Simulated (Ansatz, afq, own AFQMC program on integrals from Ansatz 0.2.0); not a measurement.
Integrals from Ansatz 0.2.0, then the random walk in our own AFQMC program (afq).

```yaml
crystal:
  periodic: [false, false, false]
  atoms:
    - {symbol: Sb, position_ang: [0.000000, 0.000000, 0.000000]}
basis:
  gaussian: {orbitals: def2-TZVP}
total_charge: 1
magnetization: {spin_polarized: true, initial_magnetization: 4}
correlation: {method: ccsd_t, electrons: outside_noble_gas, hamiltonian_folder: ham}
```

```sh
$ ansatz run in.yaml --threads 1 --pin off --events-out ev --progress --plain --max-ram 24576MiB --backend cuda --devices 0, --max-vram 18GiB
```

Options of the walk:

```
--method phaseless --trial cisd --walkers 4000 --populations 20 --least-time 60 --time-step 0.005 --steps-per-block 50 --equilibration-blocks 28 --max-blocks 4000 --target-error 0.00012 --factor-cut 1e-05 --start spin_pure --seed 8850 --release-times 0.24,0.51,0.99,1.62,2.4 --release-step 0.03 --release-every 3 --taylor-order 6
```

Times are imaginary, in 1/Eh. The walk had a cap of 124 s. With eight or more populations the least sampling time is a fifth of least-time, and the error comes from their spread. Filled inner d shells are frozen with the cores. Core potentials past Kr, no spin–orbit coupling.

Output of the walk:

```
orbitals 41  electrons 4 0  factors 303 of 315
reference energy -238.81049503 Eh
CCSD correlation -0.02096347 Eh in 7 cycles, weight of the determinant in the CISD state 0.9846
energy of the start -238.831455 Eh
 block  time / (1/Eh)  mean weight  energy / Eh
     1     0.250  1.0000  -238.831478
     2     0.500  1.0001  -238.831523
     3     0.750  0.9999  -238.831573
     4     1.000  1.0000  -238.831609
     5     1.250  1.0000  -238.831642
    10     2.500  1.0000  -238.831717
    15     3.750  0.9999  -238.831750
    20     5.000  1.0000  -238.831770
    23     5.750  1.0000  -238.831754
    25     6.250  1.0000  -238.831770
    30     7.500  1.0001  -238.831773
    35     8.750  1.0000  -238.831770
    40    10.000  1.0001  -238.831763
    43    10.750  1.0000  -238.831794
    45    11.250  1.0001  -238.831780
    50    12.500  1.0000  -238.831789
    55    13.750  1.0000  -238.831773
    60    15.000  1.0000  -238.831775
    65    16.250  0.9999  -238.831774
    70    17.500  1.0000  -238.831764
    75    18.750  0.9999  -238.831770
    78    19.500  1.0000  -238.831755
error from the spread of 20 populations
released: time / (1/Eh)  energy / Eh  error  mean overlap
  0.24  -238.831774  0.000003  0.9994
  0.51  -238.831772  0.000003  1.0001
  0.99  -238.831775  0.000002  0.9975
  1.62  -238.831775  0.000002  0.9981
  2.40  -238.831774  0.000002  0.9975
energy -238.831773 +/- 0.000004 Eh
(rows thinned)
```

The run passed its tests (sampling time, drift between the halves within three errors, error under three times the target), which doesn't prove that it has relaxed.

Against this walk (error 0.1 meV) on the same determinant: CCSD(T) 2.1 meV higher, CCSDT(Q) 0.1 meV lower (within the noise), full CI 0.0 meV lower (within the noise). The error is statistical and leaves out the bias of the constraint. Released to 2.40 1/Eh the energy moves by -0.03 ± 0.11 meV (both errors), within twice the noise.

Cautions: constraint bias not in the error; no spin-orbit coupling; inner d shell frozen; another spin lies lower (by 5.19 eV).

The walk took 19 s on 1 × NVIDIA H100 80GB HBM3 with 2 threads of AMD EPYC 7R13 Processor (Zen 3), on a shared host (the card was shared). The log's last line is the phaseless energy.

CCSDT and higher add their correlation energy to the determinant of the CCSD(T) run, since their own runs factorise the integrals more tightly (a shift of under 2 meV). A walk keeps the symmetry of its determinant, which the program's search chose and which needn't be the lowest solution, so a lower state of the same spin and another symmetry isn't excluded.
